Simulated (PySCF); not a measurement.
Calculation: PBE-D3(BJ)/def2-TZVP // CAM-B3LYP-D3(BJ)/def2-TZVP in PySCF 2.14.0. All species are isolated molecules in the gas phase. 

Reference species (SMILES): `ClB(Cl)Cl` (neutral, multiplicity 1).

```
Item     Value
----  --------
HOMO  -7.65 eV
LUMO  -2.61 eV
```

Changed species: `NB(N)Cl` (2 of 3 Cl replaced by NH2; the reference has 0 of 3 Cl replaced by NH2).

Question: Give the shifts of the HOMO and LUMO.

Answer: the HOMO rises by 1.75 eV, to -5.90 eV; the LUMO rises by 2.56 eV, to -0.05 eV.
